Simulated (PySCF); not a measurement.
Vibration and rotation of O2

PBE0 constants of O2, triplet, unpaired electrons π ↑↑ (basis O def2-TZVP; no relativity; PySCF 2.14; masses 15.9949 and 15.9949 u):

| Quantity | Value |
| --- | --- |
| ωe | 1713.9 cm⁻¹ |
| ωexe | 9.9 cm⁻¹ |
| Be | 1.4815 cm⁻¹ |
| αe | 0.0137 cm⁻¹ |
| D (centrifugal) | 4.43e-06 cm⁻¹ |
| De to O + O | 5.40 eV |

**Question.** Give the vibrational terms G(v) and spacings up to v = 6.

**Answer.** G(v) = ωe(v+½) − ωexe(v+½)².

```tsv
v	G(v) (cm⁻¹)	G(v) − G(v−1)	Bv (cm⁻¹)
0	854		1.475
1	2549	1694	1.461
2	4223	1674	1.447
3	5877	1655	1.434
4	7512	1635	1.420
5	9127	1615	1.406
6	10722	1595	1.392
```

**Question.** How well does the Morse estimate ωe²/(4ωexe) reproduce De, and what is D0?

**Answer.** It gives 9.20 eV, 170 % of the computed De. D0 = De − G(0) = 5.40 − 0.11 = 5.29 eV.

Measured values (Huber and Herzberg, Constants of Diatomic Molecules (1979)): ωe = 1580.193 cm⁻¹, ωexe = 11.981 cm⁻¹, αe = 0.01593 cm⁻¹.

The state was picked by a PBE0 search and need not be the measured ground state.
